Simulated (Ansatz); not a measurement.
Species: COS, charge 1, multiplicity 2. SMILES of the parent species: C(=S)=O

Atoms: O1, C2, S3. Bonds: O1-C2, C2-S3.

Bond lengths (Å) and angles (degrees) optimised at HF/STO-3G with Ansatz (a first-principles code); HF/3-21G with Ansatz; HF/6-31G* with Ansatz; PBE/6-31G* with Ansatz; B3LYP/LANL2DZ with Ansatz; MP2/6-31G* with Ansatz, each started from the B3LYP-D3(BJ)/def2-TZVP structure (Ansatz) of the last column. A row stands for all coordinates that are equal there. 6-31G* holds six Cartesian d functions. No wavenumbers were computed at HF/STO-3G, PBE/6-31G*, B3LYP/LANL2DZ, MP2/6-31G*, so these may be saddle points.

| coordinate | HF/STO-3G | HF/3-21G | HF/6-31G* | PBE/6-31G* | B3LYP/LANL2DZ | MP2/6-31G* | B3LYP-D3(BJ)/def2-TZVP |
|---|---|---|---|---|---|---|---|
| O1-C2 | 1.193 | 1.115 | 1.104 | 1.156 | 1.161 | 1.127 | 1.129 |
| C2-S3 | 1.646 | 1.756 | 1.672 | 1.637 | 1.692 | 1.684 | 1.630 |
| O1-C2-S3 | 180.0 | 180.0 | 180.0 | 180.0 | 180.0 | 180.0 | 180.0 |

Mean signed difference of all 2 bond lengths from B3LYP-D3(BJ)/def2-TZVP: HF/STO-3G 0.040 Å, HF/3-21G 0.056 Å, HF/6-31G* 0.008 Å, PBE/6-31G* 0.017 Å, B3LYP/LANL2DZ 0.047 Å, MP2/6-31G* 0.026 Å.
